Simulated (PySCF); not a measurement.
C3H6O2.
Atom-mapped SMILES: `[CH3:1][O:2][C@H:3]1[CH2:4][O:5]1` (hydrogens: H6, H7, H8 on C1; H9 on C3; H10, H11 on C4)

Level of theory: PySCF 2.14.0, PBE0-D3(BJ)/def2-SVP geometry optimisation, gas phase.

Task: Give the optimised bond lengths and angles.

Result: 
```tsv
bond	length (Å)	order
C1–O2	1.405	single
O2–C3	1.362	single
C3–C4	1.454	single
C4–O5	1.421	single
C3–O5	1.401	single
C1–H6, C1–H7, C1–H8	1.103	single
C3–H9	1.103	single
C4–H10	1.097	single
C4–H11	1.097	single
```

Bonds in one row agree within 0.01 Å and their mean is given. Orders are formal, as drawn. A selection of angles:
```tsv
angle	degrees
O2–C1–H6	111.4
O2–C1–H7	107.5
H6–C1–H7	109.0
C1–O2–C3	113.5
O2–C3–C4	118.4
O2–C3–O5	117.5
O2–C3–H9	114.5
C4–C3–O5	59.6
C4–C3–H9	121.2
O5–C3–H9	114.3
C3–C4–O5	58.4
C3–C4–H10	120.7
C3–C4–H11	117.6
O5–C4–H10	116.0
O5–C4–H11	115.5
H10–C4–H11	115.9
C3–O5–C4	62.0
```

Dihedral angles: C1–O2–C3–C4 -147° (anticlinal); O2–C3–C4–O5 107° (anticlinal); O2–C3–O5–C4 -108° (anticlinal).

The 3-membered ring C3–C4–O5 has internal angles of 58.4° to 62.0°. O5 (epoxide oxygen) is bent (angle 62.0°). O2 (ether oxygen) is bent (angle 113.5°). Of the pairs four or more bonds apart, H8···H9 is among the closest relative to their van der Waals radii: 2.46 Å, 102 % of the sum of Bondi's values. The C–O distances run from 1.362 Å (O2–C3, drawn single) to 1.421 Å (C4–O5, drawn single), a spread of 0.059 Å.

Point group: C1 (no symmetry element, even within 0.4 Å). No frequency check. The numbers are those of one conformer.
